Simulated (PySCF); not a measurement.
Li₂⁻: one state, many levels of theory

State: doublet, unpaired electrons σ ↑. Set-up: Li aug-cc-pVDZ-DK; spin-free X2C with a Gaussian nucleus (PySCF 2.14). De refers to Li + Li⁻ in their ground configurations, without counterpoise correction. The functionals are run spin-unrestricted. Levels whose curve was spin-contaminated or gave no clean fit are not listed.

```csv
Level,Re (Å),ωe (cm⁻¹),De (eV)
ROHF-MP2,3.126,225,n/a
ROHF-SCS-MP2,3.143,220,n/a
ROHF-CCSD,3.078,227,0.76
ROHF-CCSD(T),3.071,229,0.81
PBE,3.056,230,0.90
BP86,3.079,222,0.85
B97-3,3.093,221,0.82
```

Task: Which functional lies closest to ROHF-CCSD(T) in De, which farthest, and by how much do they differ from it?

Result: Closest is B97-3 (+2.2 pm in Re, -3.5 % in ωe, +0.01 eV in De against ROHF-CCSD(T) in the same basis), farthest PBE (-1.5 pm in Re, +0.4 % in ωe, +0.09 eV in De). CCSD(T) converges more slowly with the basis than the functionals do and binds too weakly in this one, so the order can change at the basis-set limit.

Task: What does the triples do here, going from ROHF-CCSD to ROHF-CCSD(T)?

Result: ROHF-CCSD(T) less ROHF-CCSD: -0.7 pm in Re, +0.9 % in ωe, +0.05 eV in De. Correlation nearly always deepens the well. The bond shortens, as in weak, metallic or heavy-atom bonds, where dispersion and the correlation of outer-core electrons pull the atoms together.

Correlated steps freeze no core orbitals. Correlated levels converge slowly with the basis: in double zeta they bind strong bonds too weakly, by up to about 1 eV, and carry superposition errors of some tenths. The highest Kohn–Sham level is positive in this anion. Much of that is self-interaction error, but it also means that the finite basis helps to hold the extra electron. The CCSD T1 diagnostic is raised, a sign that a single reference may not be enough here. The state was picked by a PBE0 search and need not be the measured ground state.

The whole job (state search and all levels along the bond) took about 1 min on 1 thread of Intel Xeon 6975P-C (shared host), peak memory 0.61 GiB.
